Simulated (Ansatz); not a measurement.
# [H···H···BH₂], doublet: transfer scan

All five atoms lie in one plane.

Starting geometry:

```tsv
atom	x (Å)	y (Å)	z (Å)
H	-1.9803	0.0000	0.0000
H	-1.2353	0.0000	0.0000
B	0.1727	0.0000	0.0000
H	0.6818	0.0000	1.0770
H	0.6818	0.0000	-1.0770
```

From there H2 is moved from one fragment to the other while all else, the fragments' distance too, stays fixed; atoms are numbered as listed. Energies are in kcal/mol, counted from the starting geometry at the same level.

Basis 6-31G; Ansatz 0.2.0. Correlated methods freeze the noble-gas cores. R marks a restricted (for open shells ROHF) determinant.

Coupled cluster chose its determinant by trial CCSD, here up to 0.10 eV above the lowest Hartree–Fock solution of its kind, and MP2 stands on that determinant too. The reference follows the lowest state, whose symmetry changes along the scan.

Full CI is exact within this basis and frozen core; it isn't the basis-set limit.

```
distance H1-H2 (Å)  RMP2
             0.693   4.6
             0.745   0.0
             0.779  -1.5
             0.813  -2.6
             0.847  -3.5
             0.881  -4.2
             0.915  -4.8
             0.949  -5.0
             0.983  -4.9
```

**Question.** Estimate the full CI curve in 6-31G from this one, knowing how RMP2 errs.

**Answer.** The computed full CI values, in kcal/mol from the starting point, and the error of RMP2 against them:
```tsv
distance H1-H2 (Å)	full CI	RMP2 less full CI
0.693	2.8	1.8
0.745	0.0	0.0
0.779	-1.3	-0.1
0.813	-2.3	-0.3
0.847	-3.1	-0.5
0.881	-3.6	-0.6
0.915	-4.0	-0.8
0.949	-4.0	-1.0
0.983	-3.7	-1.3
```

The error spans 3.1 kcal/mol and is largest, 1.8 kcal/mol, at 0.693 Å.
